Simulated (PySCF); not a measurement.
`C=CC[P@H+](C)P`: 4 charge schemes on one density

C4H11P2 (charge +1).
Z-matrix (Å and degrees, GFN2-xTB geometry), rows numbered from 1:
```
C 
C   1  1.3199
C   2  1.5024  1  123.67
P   3  1.8285  2  109.64  1   113.65
C   4  1.8098  3  108.03  2   -61.12
P   4  2.1661  3  111.33  2   177.72
H   1  1.0776  2  122.19  3    -0.06
H   1  1.0756  2  121.45  3   178.36
H   2  1.0819  1  120.81  3  -178.75
H   3  1.0950  2  110.82  1  -126.51
H   3  1.0949  2  111.40  1    -5.58
H   4  1.3882  3  104.97  2    50.65
H   5  1.0899  4  110.45  3   169.22
H   5  1.0908  4  109.61  3    48.49
H   5  1.0914  4  108.99  3   -71.16
H   6  1.4012  4   92.03  3   -72.23
H   6  1.4010  4   92.07  3  -165.82
```

Density: PBE0/pcSseg-1 (PySCF); schemes: Mulliken, IAO, Hirshfeld and ESP-fitted. One conformer (not necessarily the lowest) at the GFN2-xTB geometry, without solvent, vibrations or thermal averaging.

Q: For which atoms does the sign change between the 4 schemes (beyond +0.03 e in one, beyond −0.03 e in another)?

A: For none.

Q: At which atom do the 4 schemes differ most?

A: At P4: from +0.185 (ESP-fitted) to +0.832 e (IAO), 0.647 e apart.

Q: Tabulate the Mulliken, IAO, Hirshfeld and ESP-fitted charges.

A: In e:

```tsv
atom	environment	Mulliken	IAO	Hirshfeld	ESP-fitted
C1	terminal =CH2 carbon	-0.089	-0.270	-0.051	-0.403
C2	alkene CH carbon	-0.278	-0.168	-0.036	-0.087
C3	sp3 carbon bound to phosphorus	-0.363	-0.452	-0.080	-0.177
P4	phosphorus bonded to 2 C, P and H	+0.196	+0.832	+0.404	+0.185
C5	sp3 carbon bound to phosphorus	-0.461	-0.631	-0.124	-0.291
P6	three-coordinate phosphorus	+0.107	+0.113	+0.184	-0.019
H7	vinylic hydrogen	+0.139	+0.164	+0.067	+0.216
H8	vinylic hydrogen	+0.161	+0.185	+0.077	+0.217
H9	vinylic hydrogen	+0.146	+0.162	+0.059	+0.153
H10	methylene hydrogen	+0.216	+0.190	+0.076	+0.156
H11	methylene hydrogen	+0.201	+0.184	+0.074	+0.166
H12	P–H hydrogen	+0.164	+0.025	+0.050	+0.124
H13	methyl hydrogen	+0.203	+0.198	+0.082	+0.164
H14	methyl hydrogen	+0.211	+0.203	+0.076	+0.153
H15	methyl hydrogen	+0.199	+0.194	+0.078	+0.159
H16	P–H hydrogen	+0.124	+0.034	+0.033	+0.137
H17	P–H hydrogen	+0.125	+0.035	+0.033	+0.146
```

Mean size of the charges over all atoms: IAO 0.238 e, Mulliken 0.199 e, ESP-fitted 0.174 e, Hirshfeld 0.093 e. Each set sums to the total charge, 1, to within 0.001 e. The Mulliken scheme gives each basis function's population to the atom it is centred on and halves the overlap population of two atoms between them.

Q: Sum the charges by element.

A: 
| element | atoms | Mulliken | IAO | Hirshfeld | ESP-fitted |
| --- | --- | --- | --- | --- | --- |
| C | 4 | -1.192 | -1.520 | -0.292 | -0.958 |
| P | 2 | +0.303 | +0.945 | +0.588 | +0.167 |
| H | 11 | +1.889 | +1.575 | +0.703 | +1.792 |

Q: How closely do the schemes follow one another over all atoms?

A: Correlation coefficient and root-mean-square difference: IAO with Hirshfeld 0.93, 0.210 e; Mulliken with IAO 0.84, 0.175 e; Mulliken with ESP-fitted 0.83, 0.118 e; IAO with ESP-fitted 0.78, 0.202 e; Mulliken with Hirshfeld 0.67, 0.160 e; Hirshfeld with ESP-fitted 0.59, 0.147 e.

Q: How many electrons does the Hirshfeld scheme count on C5?

A: Z − q = 6 − (-0.124) = 6.124.
